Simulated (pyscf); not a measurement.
1,1-elimination: H₂N–InH₂ -> H₂N–In [singlet] + hydrogen (H₂)

Gas phase, singlet surface, charge 0. Bonds broken: In2–H5, In2–H6. Bonds formed: H5–H6. Single points on ωB97X-D3(BJ)/def2-SVP structures (PySCF, gas phase).

Transition state (Å):

```xyz
6

N     -0.1507    -0.8302     0.7195
In     1.4833    -0.6357    -0.4162
H     -0.4290    -0.0658     1.3263
H     -0.9617    -1.2884     0.3174
H      2.9829     0.0858    -0.6065
H      2.5051     0.8463     0.5573
```

One imaginary mode, 1513i cm⁻¹; descent along it reached the two sides named.

```json
[
 {"bond": "In2–H5", "change": "breaks", "reactant side (Å)": "1.718", "saddle": "1.675", "product side": "3.7"},
 {"bond": "In2–H6", "change": "breaks", "reactant side (Å)": "1.718", "saddle": "2.046", "product side": "3.1"},
 {"bond": "H5–H6", "change": "forms", "reactant side (Å)": "3.1", "saddle": "1.470", "product side": "0.763"}
]
```

Electronic energies relative to the reactant's lowest minimum found (kcal/mol):

```csv
level,barrier,reaction energy,reverse barrier
ωB97X-D3(BJ)/def2-TZVP,66.6,-0.9,67.4
PBE/def2-TZVP,52.5,-7.3,59.7
r²SCAN/def2-TZVP,56.5,-3.9,60.4
B3LYP-D3(BJ)/def2-TZVP,57.9,-9.1,67.0
PBE0-D3(BJ)/def2-TZVP,59.0,-3.5,62.5
M06-2X/def2-TZVP,63.5,-6.1,69.6
ωB97M-D3(BJ)/def2-TZVP,64.1,-3.4,67.6
HF/def2-TZVP,77.2,-3.2,80.4
```

With ωB97M-D3(BJ)/def2-TZVP energies and thermal terms (ideal gas, 1 atm, RRHO with modes under 100 cm⁻¹ raised to 100, one conformer, R ln 2 for chiral ones without a mode under 150 cm⁻¹), in kcal/mol:

```csv
T (K),ΔH‡,ΔG‡,ΔH,ΔG
298,62.4,61.9,-4.3,-12.3
600,62.1,61.4,-4.1,-20.6
900,61.7,61.2,-4.6,-28.8
1200,61.2,61.1,-5.4,-36.7
```

The same reactants have a lower exit, to NH₃ + InH [singlet] (barrier +53.7 kcal/mol at ωB97M-D3(BJ)/def2-TZVP, against +64.1 kcal/mol here). This is the saddle that the search found; another between the same sides may lie lower. Elements past Kr carry the def2 core potentials, without spin-orbit coupling.
